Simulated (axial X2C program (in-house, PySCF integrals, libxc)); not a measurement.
NaO: from Re and ωe to a spectrum

A bond curve at the PBE0 level, with spin–orbit coupling, was computed with an axial X2C code built on PySCF integrals (basis Na dyall-cv3z [9s8p5d2f], O dyall-av3z [7s6p3d2f] (cores contracted in-house)) for the state Ω = 3/2 (⟨Sz⟩ = 0.50, ⟨Lz⟩ = 1.00 at PBE0). Its fit gives Re = 2.0520 Å, ωe = 490.3 cm⁻¹, ωexe = 3.35 cm⁻¹ and αe = 4.504e-03 cm⁻¹; the masses are 22.9898 and 15.9949 u. Two-component means X2C with spin–orbit coupling and atomic mean-field Coulomb and Gaunt terms.

(1) Find the reduced mass, Be and the force constant.

(2) Estimate the centrifugal constant by the Kratzer relation.

(3) Estimate De from a Morse curve and compare with the computed well depth of 2.456 eV to Na + O.

(4) Where do the fundamental and the first overtone lie?

(5) The dipole moment p changes by 3.31 D/Å at Re. What harmonic infrared intensity follows?

The state is a single determinant with fixed occupations, the lowest that a limited PBE0 search found. Dissociation energies refer to the lowest single-determinant-based atoms at the same level and basis. Density functionals use the spin component along the axis (collinear). In 2c an atomic determinant is not the ground J level, so De misses part of the atomic spin–orbit lowering. This holds for PBE0. PBE0 can misorder states that lie within some tenths of an eV, so this need not be the ground state of the molecule. The nearest other 2c determinant of the search, Ω = 1/2, lies 0.02 eV up at the distance of the search. Without a current term, density functionals place determinants with orbital angular momentum somewhat too high.

## Answers

(1) From the PBE0 values: μ = 9.4324 u. Be = 16.8576/(μ Re²) = 0.4244 cm⁻¹. k = 5.8918×10⁻⁷ μ ωe² = 1.34 mdyn/Å.

(2) D = 4Be³/ωe² = 1.27e-06 cm⁻¹.

(3) De(Morse) = ωe²/(4ωexe) = 2.224 eV against 2.456 eV computed, a ratio of 0.91. For De the Morse form works well here.

(4) ν(1←0) = ωe − 2ωexe = 483.6 cm⁻¹; ν(2←0) = 2ωe − 6ωexe = 960.5 cm⁻¹.

(5) I = 42.256 × (dp/dR)²/μ = 49 km/mol.
